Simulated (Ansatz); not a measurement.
# HMgN: the cost of one run

Computed with Ansatz 0.2.0, Gaussian basis. Level: def2-QZVPP, all electrons in the functionals, frozen cores in the correlation of double hybrids and RPA.

Plan: wB97M-V, B2PLYP, at charge 0, triplet; charge 0, singlet; charge 0, quintet; charge 1, doublet; charge 1, quartet.

2 further runs of the same task are left out: 2 set aside as unsound or not needed.

## (1) The geometry

The geometry is a PBE0/def2-TZVP stationary point (not a proven minimum).

3 atoms, charge 0, spin multiplicity 3.

Atoms are counted from 1 here; the program's logs count them from 0.

Bond lengths: N1–Mg2 1.882 Å, N1–H3 1.011 Å. Angles: Mg2–N1–H3 180.0°.

No dispersion term is added; wB97M-V holds VV10 nonlocal correlation.

The geometry shown and the zero of energy belong to the point charge 0, triplet. The yardstick, UCCSD(T), and other wave-function levels (R restricted, U unrestricted, valence and pair active spaces) come from earlier runs.

## (2) wB97M-V, charge 0, triplet

File in.yaml:

```yaml
crystal:
  periodic: [false, false, false]
  atoms:
    - {symbol: N, position_ang: [0.000000, 0.000000, 0.290233]}
    - {symbol: Mg, position_ang: [0.000000, 0.000000, -1.591467]}
    - {symbol: H, position_ang: [0.000000, 0.000000, 1.301233]}
basis:
  gaussian: {orbitals: "def2-QZVPP.json"}
magnetization: {spin_polarized: true, initial_magnetization: 2}
hamiltonian: {xc: {name: wB97M-V}}
output: {orbitals: {seedname: orbitals}}
```

On the command line:

```
> ansatz run in.yaml --threads 1 --pin off --events-out ev --progress --plain --max-ram 2393MiB
```

**Question.** How long does this run take on 1 thread of AMD EPYC 7R43, shared host, and how much memory does it need?

About 8 s, with a peak of 0.36 GiB.
